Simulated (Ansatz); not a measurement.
A calculation with Ansatz (development build ahead of 0.2.0).

```yaml
crystal:
  periodic: [false, false, false]
  atoms:
    - { symbol: O, position_ang: [-0.04726, -0.11083, -0.07651] }
    - { symbol: H, position_ang: [0.63099, 0.52239, 0.17249] }
    - { symbol: O, position_ang: [2.98883, 0.12162, 0.05353] }
    - { symbol: H, position_ang: [3.72028, -0.09881, -0.50985] }
    - { symbol: H, position_ang: [2.93892, -0.59483, 0.70207] }
basis:
  gaussian: { orbitals: def2-SVP }
magnetization:
  spin_polarized: true
  initial_magnetization: 1
hamiltonian:
  xc: pbe0
output:
  forces: true
```

The input is written out in the form of the current development build from the run's settings.

The run gave:

```json
{
 "Converged": "yes",
 "Total energy": "-151.87221 hartree",
 "Spin squared of the determinant": "0.752",
 "Stability test": "minimum"
}
```

Forces (eV/Å):
```
atom      Fx      Fy      Fz
  O1  -0.598  -0.547  -0.148
  H2   0.790   0.507   0.098
  O3  -0.803   0.157   0.725
  H4   0.518  -0.250  -0.400
  H5   0.093   0.133  -0.274
```

Caution: charge can spread falsely over distant fragments.
